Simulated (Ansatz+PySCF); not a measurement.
The numbers below are computed, except where a source is named.
**Several solutions for doublet N₂(+)**

| atom | x (Å) | y (Å) | z (Å) |
| --- | --- | --- | --- |
| N | 0.0000 | 0.0000 | -0.5548 |
| N | 0.0000 | 0.0000 | 0.5548 |

Basis set: def2-SVP (spherical functions). Charge 1, multiplicity 2.

CASSCF(3,3) was run from several starts with Ansatz (development build ahead of 0.2.0) and PySCF 2.14.0. The starts are those of the Hartree–Fock orbitals from which the active space was taken at the frontier.

```csv
run,program,start,converged,energy (hartree),<S²>
A,Ansatz,search for the lowest state,yes,-108.31981,0.75
B,PySCF,program defaults,no,–,–
C,Ansatz,stability test followed,yes,-108.31981,0.75
D,Ansatz,"atomic start, no search",yes,-108.31981,0.75
```

Which runs reached the lowest solution of this kind, and what is wrong with the others?

A, C, D reached the lowest solution found. Not converged: B.
